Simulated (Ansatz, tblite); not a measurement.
Forces on Li₃H₂ at its PBE-D4/def2-TZVP geometry. Total charge 0; doublet.

The xTB rows come from tblite. Another isomer (doublet) lies 0.12 eV lower at PBE0-D4/def2-TZVP; other spin states weren't run for this one.

GFN1-xTB (tblite), largest force 0.73 eV/Å:

```xyz
5
positions Å, forces eV/Å
Li   -0.709   -0.839   -1.012    0.119    0.304    0.333
Li   -0.485    0.845    0.741    0.331   -0.269   -0.198
Li    2.184    0.192    0.705   -0.718    0.122   -0.045
H    -1.795    0.207   -0.224   -0.002    0.048    0.049
H     0.805   -0.406   -0.209    0.271   -0.204   -0.138
```

GFN2-xTB (tblite), largest force 0.69 eV/Å:

```
Li -0.208 0.285 0.235
Li 0.265 0.123 0.183
Li -0.420 0.288 0.189
H 0.274 -0.204 -0.139
H 0.091 -0.492 -0.468
```

PBE-D4/def2-TZVP (Ansatz), largest force 0.01 eV/Å:

```
Li 0.002 0.003 0.001
Li 0.001 0.004 0.000
Li -0.007 -0.004 -0.004
H 0.006 -0.005 0.000
H -0.002 0.003 0.003
```
